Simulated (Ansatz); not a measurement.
Cartesian coordinates in Å:
```
O 0.592 0.661 0.934
Al -0.034 -0.463 -0.153
Cl -1.310 0.175 -1.688
H 0.406 1.598 0.907
H 0.347 -1.971 0.000
```

Total charge 0; spin multiplicity 1.

Question: List the CAM-B3LYP/def2-TZVPP orbital energies in eV (Ansatz 0.2.0). (An estimate is asked.)

Answer: The calculation gave: Occupied: -2764.15, -1527.22, -522.43, -258.94, -197.95, -197.88, -197.86, -115.22, -75.95, -75.81, -75.74, -29.10, -24.32, -16.12, -13.23, -11.80, -11.38, -11.05, -10.78, -10.51. Lowest empty: 0.15, 0.63, 1.89, 2.91, 3.88, 4.50, 5.32, 5.86.
